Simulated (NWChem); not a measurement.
ethanethiol (C₂H₆S); SMILES CCS

```xyz
9

C      0.3590    -1.6363    -0.0494
C     -0.6390    -0.4984     0.0396
S      0.1001     1.1635    -0.0599
H     -0.1581    -2.6097    -0.0422
H      1.0567    -1.6228     0.8026
H      0.9557    -1.5671    -0.9710
H     -1.3413    -0.5260    -0.8085
H     -1.2502    -0.5675     0.9528
H      0.8163     1.0856     1.0830
```
Atoms are numbered in this order, from 1.

Results from NWChem. Medium grid unless said otherwise, to which SCAN and Minnesota functionals are sensitive. All runs use the structure optimised with PBE0/def2-SVP. Hybrids' shares of exact exchange are those that their runs print; pure functionals count as 0. The functionals differ in more than this share.

| row | share of exact exchange | highest occupied level (eV) |
|---|---|---|
| LDA (Slater exchange, VWN5)/def2-TZVPD | 0.00 | -5.69 |
| PBE/def2-TZVPD | 0.00 | -5.59 |
| B3LYP/def2-TZVPD | 0.20 | -6.59 |
| PBE0/def2-TZVPD | 0.25 | -6.81 |
| M06-2X/def2-TZVPD | 0.54 | -8.00 |
| Hartree-Fock/def2-TZVPD | 1.00 | withheld |

Problem. Fit a straight line of the last column on the one before it, predict the withheld value, and compare with the run.

Solution. 
1. Means of the 5 shown rows: x = 0.198, y = -6.536. Slope Σ(x − x̄)(y − ȳ)/Σ(x − x̄)² = -0.8699/0.1981 = -4.391; intercept -5.667.
2. The shown rows scatter about the line by 0.049 (root mean square); the largest residual is +0.08, at PBE/def2-TZVPD.
3. At x = 1.00 (Hartree-Fock/def2-TZVPD; beyond the shown range) the line gives -10.06.
4. The run gives -9.67, +0.39 from the line, 8.0 times the scatter.
